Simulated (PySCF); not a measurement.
Input of a run (PBE0-D3(BJ)/def2-SVP geometry optimisation, gas phase (PySCF 2.14.0)), started from GFN2-xTB:
```
{"job": {"xc": "PBE0", "basis": "def2-SVP", "d3": "d3bj", "grid": 1, "maxiter": 30, "shake": 0.01, "kind": "geom"}, "charge": 0, "multiplicity": 1}
N      0.025980    -0.022860     0.273520
H      0.918820    -0.200590    -0.108960
H     -0.650550    -0.702860    -0.095120
H     -0.256250     0.900940    -0.102450
```

Output (energies in Eh, forces in Eh/bohr):
```
step   0  E = -56.43980887  max force = 0.036037
step   1  E = -56.42692814  max force = 0.098287
step   2  E = -56.43960991  max force = 0.022457
step   3  E = -56.44130332  max force = 0.005143
step   4  E = -56.44134688  max force = 0.000617
step   5  E = -56.44134781  max force = 0.000060
optimisation converged
```

Summarise the run.

The energy falls by 0.042 eV over 6 energy and gradient evaluations, the largest force component goes from 0.0360 to 6.0e-05 Eh/bohr, and the atoms move by 0.023 Å rms after alignment. The bond that changes most is N1–H2 (ammonia nitrogen to N–H hydrogen), which lengthens by 0.032 Å. Bonds longer at the end by more than 0.005 Å: 1 of 3; shorter: 2. Among the angles that change most is H2–N1–H3, from 109.7° to 105.3°. The energy rose by more than 1e-6 Eh at step 1.

What are the final bond lengths?

N1–H2 1.020 Å, N1–H3 1.020 Å, N1–H4 1.020 Å. Numbering counts from 1 in the input's order; the species is `N` (NH3).

The run used 29 basis functions and 36 SCF cycles in all.

No PBE0-D3(BJ)/def2-SVP frequencies stand behind this structure, so it isn't proved a minimum.
